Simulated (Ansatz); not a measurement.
A nudged elastic band was laid between two geometries of C₂H₃S₂ (7 atoms, charge 1, multiplicity 1).

Theory: Ansatz 0.2.0, RKS revPBE-D4/6-31G*.

| Property | Result |
| --- | --- |
| movable images | 7 |
| climbing image | yes |
| spring | 5.0 eV/Å² |
| optimiser | quadratic models (default) |
| start path | through a guess of the saddle point |
| force threshold | 0.03 eV/Å |
| iteration limit | 60 |
| end points | relaxed |

First end point:

```xyz
7
Properties=species:S:1:pos:R:3
S 0.039 -2.046 1.300
C -0.230 -0.868 0.178
C 0.401 0.425 0.324
S 0.233 1.749 -0.696
H -0.886 -1.029 -0.693
H 1.063 0.595 1.185
H -0.620 1.175 -1.598
```

Last end point:

```xyz
7
Properties=species:S:1:pos:R:3
S -1.138 -1.439 -0.768
C -0.098 -0.857 0.363
C 0.455 0.509 0.346
S 0.124 1.667 -0.800
H 0.237 -1.479 1.205
H 1.145 0.806 1.148
H -0.726 0.794 -1.494
```

Task: What changes between the two ends?

Result: No bond is made or broken. The dihedral S1–C2–C3–S4 goes from -179 to 0°.

Task: What energy profile does the band end with?

Result: The forces met the threshold. The highest image is number 5 of 0 to 8, 0.163 eV above the first end and 0.216 eV above the last; the last end lies 0.053 eV below the first. A vibrational analysis at the climbing image gives one clearly imaginary mode, 199i cm⁻¹: a first-order saddle point. Limits of this set-up: the dipole of an ion depends on the origin.

| image | path coordinate (Å) | energy (eV) | dihedral S1–C2–C3–S4 (°) |
| --- | --- | --- | --- |
| 0 | 0.00 | 0.000 | -179 |
| 1 | 0.58 | 0.007 | -150 |
| 2 | 1.16 | 0.024 | -126 |
| 3 | 1.74 | 0.045 | -107 |
| 4 | 2.31 | 0.108 | -90 |
| 5 | 2.89 | 0.163 | -69 |
| 6 | 3.45 | 0.104 | -47 |
| 7 | 4.00 | 0.001 | -25 |
| 8 | 4.56 | -0.053 | 0 |

Task: What is the geometry of the highest image?

Result: 
```xyz
7
Properties=species:S:1:pos:R:3:forces:R:3
S -1.411 -1.205 0.861 -0.01 0.00 0.00
C 0.016 -0.987 0.093 0.02 -0.01 0.00
C 0.510 0.389 0.203 -0.01 -0.01 -0.01
S -0.088 1.799 -0.476 0.00 0.00 0.00
H 0.668 -1.780 -0.309 -0.01 0.01 0.00
H 1.391 0.555 0.846 0.00 0.00 0.00
H -1.086 1.229 -1.218 0.00 0.00 0.00
```

Task: What are the harmonic wavenumbers there?

Result: 199i, 190, 370, 531, 729, 822, 893, 993, 1034, 1131, 1278, 1341, 2579, 3065, 3075 cm⁻¹.

The run took 3 min on 1 thread of Arm Neoverse V2, on a shared host, peak memory 0.14 GiB.
